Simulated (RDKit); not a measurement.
RDKit input (MMFF94):

```python
from rdkit import Chem
from rdkit.Chem import AllChem, rdDetermineBonds

mol = Chem.MolFromXYZFile('mol.xyz')
rdDetermineBonds.DetermineBonds(mol, charge=-1)
print('SMILES', Chem.MolToSmiles(Chem.RemoveHs(mol)))
ff = AllChem.MMFFGetMoleculeForceField(mol, AllChem.MMFFGetMoleculeProperties(mol))
e0 = ff.CalcEnergy()
flag = ff.Minimize(maxIts=5000, forceTol=1e-5)
print(f'energy {e0:.4f} -> {ff.CalcEnergy():.4f} kcal/mol, converged: {flag == 0}')
print(Chem.MolToXYZBlock(mol))
```
mol.xyz:
```
6

C     -0.30533261    -1.70728978     0.02202826
C      0.49586612    -0.60667486    -0.00020802
C     -0.03560035     0.72219420    -0.00712747
H      0.36628103    -2.59455723     0.02243663
H      1.59772456    -0.59297275    -0.01500254
N     -0.41337207     1.81973609    -0.01365582
```

### Question
Which steric energies does it print, before and after the minimisation?

### Answer
37.40 and 4.53 kcal/mol. They count from the force field's own zero for this bonding and are no heats of formation.
